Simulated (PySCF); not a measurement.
How the method moves the HOMO and LUMO of `P[SiH2]Cl`

Compound: ClH4PSi.
Cartesian coordinates in Å at the PBE0-D3(BJ)/def2-SVP level; atoms count from 1:
```xyz
7
ClH4PSi angstrom
P     -0.1438   -1.2891   -1.8108
Si    -2.2031   -0.8644   -0.9896
Cl    -3.5008   -2.3119   -1.7043
H      0.0764   -2.3724   -0.9045
H      0.4491   -0.3223   -0.9360
H     -2.6507    0.4661   -1.4904
H     -2.2755   -0.8872    0.4993
```

Basis pcSseg-2 throughout (PySCF), one geometry. Geometry: PBE0-D3(BJ)/def2-SVP, one conformer, isolated molecule.

Q: How do the orbital energies, the gap and the dipole change with the method?

A: 
```
   method                    kind  HOMO (eV)  LUMO (eV)  gap (eV)  μ (D)  SCF cycles
     BLYP                     GGA      -6.64      -1.02      5.62   1.71          13
    B97-D                     GGA      -6.77      -1.03      5.74   1.77          13
      PBE                     GGA      -6.80      -1.17      5.63   1.77          13
     OPBE                     GGA      -6.81      -1.06      5.76   1.81          14
      KT2                     GGA      -6.85      -1.25      5.60   1.79          13
      KT3                     GGA      -6.88      -1.18      5.70   1.76          13
      LDA                     LDA      -6.88      -1.38      5.50   1.88          12
     BP86                     GGA      -6.89      -1.22      5.67   1.77          12
    B97-2           global hybrid      -7.69      -0.28      7.41   1.87          12
    B3LYP           global hybrid      -7.70      -0.47      7.23   1.81          12
     PBE0           global hybrid      -7.92      -0.28      7.64   1.88          11
 mPW1PW91           global hybrid      -7.94      -0.27      7.67   1.87          12
BHandHLYP           global hybrid      -8.90       0.64      9.54   1.92          11
CAM-B3LYP  range-separated hybrid      -9.18       0.76      9.95   1.90          11
  wB97X-D  range-separated hybrid      -9.74       1.49     11.23   1.91          12
       HF            Hartree–Fock     -10.47       2.61     13.07   2.00          10
  LC-wPBE  range-separated hybrid     -10.53       1.89     12.43   2.00          12
```

The HOMO spans 3.89 eV, from BLYP down to LC-wPBE, and the gap runs from 5.50 eV (LDA) to 13.07 eV (HF). Over the methods BLYP (0 %), B97-D (0 %), PBE (0 %), OPBE (0 %), KT2 (0 %), KT3 (0 %), LDA (0 %), BP86 (0 %), B97-2 (21 %), B3LYP (20 %), PBE0 (25 %), mPW1PW91 (25 %), BHandHLYP (50 %), HF (100 %), a straight line through the gap against the share of exact exchange rises by 0.75 eV for each 10 % (correlation coefficient 0.999). The dipole ranges from 1.71 D (BLYP) to 2.00 D (HF). This basis has no diffuse functions.
